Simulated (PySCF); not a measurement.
propene cation (C3H6), SMILES C=CC (connectivity only; charge and spin as stated), charge +1, multiplicity 2. Atoms are numbered in the order given.

```xyz
9

C     -1.1922     0.1818    -0.2322
C      0.0572    -0.0349     0.4666
C      1.3092    -0.1723    -0.1739
H     -1.8905    -0.6236     0.0595
H     -1.6831     1.0752     0.1907
H     -1.1060     0.2514    -1.3143
H      0.0368    -0.0993     1.5539
H      1.3803    -0.1401    -1.2577
H      2.2173    -0.3112     0.4051
```
Charge +1, spin multiplicity 2.

The structure is a stationary point at ωB97X-D3(BJ)/def2-TZVP. The spin state was assumed, not searched.

Level of theory: PBE/pcH-1 (PySCF).

Unrestricted Kohn–Sham, ⟨S²⟩ = 0.752. Hyperfine tensors hold the contact and dipolar terms, without spin-orbit corrections.

Q: Estimate the hyperfine couplings. (The exact figures need the calculation; the answer reports its results.)

A: 
```tsv
nucleus	A(iso) (MHz)	A(iso) (G)	dipolar principal values (MHz)
13C no. 1	-14.4	-5.1	-8.6, -5.9, 14.5
13C no. 2	7.1	2.5	-29.5, -25.5, 54.9
13C no. 3	40.6	14.5	-51.6, -49.6, 101.1
1H no. 4	152.0	54.2	-7.1, -4.8, 11.9
1H no. 5	137.5	49.1	-6.9, -5.0, 11.9
1H no. 6	-3.9	-1.4	-3.6, -1.3, 4.9
1H no. 7	-22.2	-7.9	-13.6, -4.8, 18.4
1H no. 8	-41.2	-14.7	-23.0, -4.5, 27.5
1H no. 9	-42.0	-15.0	-23.4, -4.3, 27.7
```

Q: And the g tensor (effective nuclear charges for spin-orbit coupling, GIAO)? (Estimate from the structure and the level; the computed values follow.)

A: principal values 2.0022, 2.0024, 2.0035; isotropic 2.0027.
